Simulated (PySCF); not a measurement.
# P(OH)₂ + NH₃ → HPN + 2 H₂O

Level: PBE0 in the def2-TZVP basis family, all electrons, no relativity, computed in PySCF with density fitting; open shells unrestricted.

```csv
species,state and structure,E (Eh),ZPE (kJ/mol),H(298 K) − H(0) (kJ/mol),S° (J/(mol K))
P(OH)₂,"doublet, C2, O–H 0.965 Å (×2), P–O 1.637 Å (×2); H–O–P 114.2° (×2), O–P–O 103.0°",-492.80177,71.9,14.1,280.2
NH₃,"singlet, C3v, N–H 1.013 Å (×3); H–N–H 107.1° (×3)",-56.51312,90.6,10.0,192.4
HPN,"doublet, Cs, P–H 1.449 Å, P–N 1.554 Å; H–P–N 99.2°",-396.44792,24.0,10.3,241.8
H₂O,"singlet, C2v, O–H 0.960 Å (×2); H–O–H 105.1°",-76.37736,56.5,9.9,188.7
```

What is the electronic reaction energy?

At PBE0/def2-TZVP, ΔE = 294.7 kJ/mol from the differences of the total energies times 2625.5, uphill. 

Add zero-point, thermal and entropy terms for 298.15 K and 1 bar.

ΔZPE = -25.5 and Δ[H(298) − H(0)] = 6.0 kJ/mol give ΔH° = 275.2 kJ/mol. ΔS° = 146.6 J/(mol K), so ΔG° = 275.2 − 298.15 × (0.1466) = 231 kJ/mol. ΔG° would change sign near 1880 K if ΔH° and ΔS° stayed fixed.

Each species is the lowest minimum found with this bonding; other isomers or fragments can lie lower.
